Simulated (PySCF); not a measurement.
# Si2H5Cl (SMILES [SiH3][SiH2]Cl): CCSD(T)/6-31G

What is the vertical ionisation energy of Si2H5Cl at CCSD(T)/6-31G? 

The calculation is run with PySCF 2.14.0.

**1. The system as given**

The species is Si2H5Cl (8 atoms), meant as a singlet with charge 0. SMILES: `[SiH3][SiH2]Cl`. The coordinates come from a PBE0-D4/def2-TZVP relaxation.

Bond lengths: Si1–Si2 2.338 Å, Si2–Cl3 2.065 Å, Si1–H4 1.488 Å, Si1–H5 1.486 Å, Si1–H6 1.486 Å, Si2–H7 1.485 Å, Si2–H8 1.485 Å. Some angles: Si1–Si2–Cl3 108.7°, Si1–Si2–H7 111.9°, Si1–Si2–H8 111.8°, Cl3–Si2–H7 107.7°, Cl3–Si2–H8 107.7°, Si2–Si1–H4 109.6°, Si2–Si1–H5 109.6°, Si2–Si1–H6 109.6°, H7–Si2–H8 108.8°, H4–Si1–H5 109.3°.

**2. The energy at CCSD(T)/6-31G**

File mol.xyz:

```xyz
8
ClH5Si2
Si    -0.706500     0.881800    -0.390300
Si     0.573400    -0.938800     0.325900
Cl     2.431600    -0.252900     0.908000
H     -2.053000     0.410100    -0.813000
H     -0.034300     1.540700    -1.540000
H     -0.854500     1.855700     0.722100
H     -0.041800    -1.622800     1.491400
H      0.777200    -1.930900    -0.759900
```

File calc.py:

```python
# [SiH3][SiH2]Cl
from pyscf import gto, scf, cc

system = gto.Mole()
system.atom = 'mol.xyz'
system.verbose = 3
system.basis = '6-31g'
system.max_memory = 1860
system.build()

mf = scf.RHF(system)
mf.conv_tol = 1e-10
mf.kernel()
if not mf.converged:
    mf = mf.newton().run(mf.mo_coeff, mf.mo_occ)

mycc = cc.CCSD(mf, frozen=15)
mycc.kernel()
e_t = mycc.ccsd_t()
e_final = mycc.e_tot + e_t
print('E(%s) = %.9f' % ('CCSD(T)', e_final))
```

Run with:

```
OMP_NUM_THREADS=1 python calc.py
```

The log of the run:

```text
converged SCF energy = -1040.14176084146
E(CCSD) = -1040.329042085109  E_corr = -0.1872812436466451
CCSD(T) correction = -0.00309575368885819
E(CCSD(T)) = -1040.332137839
```

Run time: 1.1 s. Hardware: 1 thread of Intel Xeon 6975P-C (Granite Rapids), shared host; peak memory 0.12 GiB.

**3. The doublet cation at the same level**

File job.py:

```python
from pyscf import gto, cc

mol = gto.Mole()
mol.atom = '''
Si    -1.335092     1.666360    -0.737560
Si     1.083569    -1.774075     0.615862
Cl     4.595058    -0.477912     1.715871
H     -3.879608     0.774977    -1.536347
H     -0.064818     2.911501    -2.910178
H     -1.614771     3.506765     1.364571
H     -0.078991    -3.066648     2.818338
H      1.468695    -3.648872    -1.436003
'''
mol.spin = 1
mol.verbose = 3
mol.basis = '6-31g'
mol.charge = 1
mol.unit = 'bohr'
mol.max_memory = 1860
mol.build()

mf = mol.UHF()
mf.conv_tol = 1e-10
mf.kernel()
if not mf.converged:
    mf = mf.newton().run(mf.mo_coeff, mf.mo_occ)

mycc = cc.CCSD(mf, frozen=15)
mycc.kernel()
e_t = mycc.ccsd_t()
e_tot = mycc.e_tot + e_t
print('E = %.10f Eh' % e_tot)
```

Run with:

```
OMP_NUM_THREADS=1 python job.py
```

The log of the run:

```text
converged SCF energy = -1039.76258641996  <S^2> = 0.76903041  2S+1 = 2.0189407
E(UCCSD) = -1039.95545868129  E_corr = -0.1928722613247192
UCCSD(T) correction = -0.00423072992258092
E = -1039.9596894112 Eh
```

It took 2.5 s on 1 thread of Intel Xeon 6975P-C (Granite Rapids), shared host; peak memory 0.18 GiB.

**4. Results**

At CCSD(T)/6-31G, 15 core orbitals frozen:

| quantity | value |
| --- | --- |
| singlet Si2H5Cl: total energy | -1040.33214 Eh |
| singlet Si2H5Cl: dipole moment (Hartree–Fock density) | 2.91 D |
| singlet Si2H5Cl: HOMO energy (Hartree–Fock orbitals) | -11.04 eV |
| singlet Si2H5Cl: LUMO energy (Hartree–Fock orbitals) | 2.55 eV |
| singlet Si2H5Cl: HOMO–LUMO gap (Hartree–Fock orbitals) | 13.60 eV |
| singlet Si2H5Cl: correlation energy (15 core orbitals frozen) | -190.4 mEh |
| singlet Si2H5Cl: (T) correction | -3.10 mEh |
| singlet Si2H5Cl: T1 diagnostic | 0.009 |
| doublet cation: total energy | -1039.95969 Eh |
| doublet cation: HOMO energy (Hartree–Fock orbitals) (highest over α and β) | -17.22 eV |
| doublet cation: LUMO energy (Hartree–Fock orbitals) (lowest over α and β) | -9.49 eV |
| doublet cation: correlation energy (15 core orbitals frozen) | -197.1 mEh |
| doublet cation: (T) correction | -4.23 mEh |
| doublet cation: ⟨S²⟩ of the reference determinant | 0.769 |
| doublet cation: T1 diagnostic | 0.023 |
| vertical ionisation energy (to the doublet cation) | 10.135 eV |

**Reading.** Removing an electron at fixed nuclei costs 10.13 eV (234 kcal/mol). The triples (singlet Si2H5Cl) make up 1.6 % of the correlation energy. The triples (doublet cation) make up 2.1 % of the correlation energy.
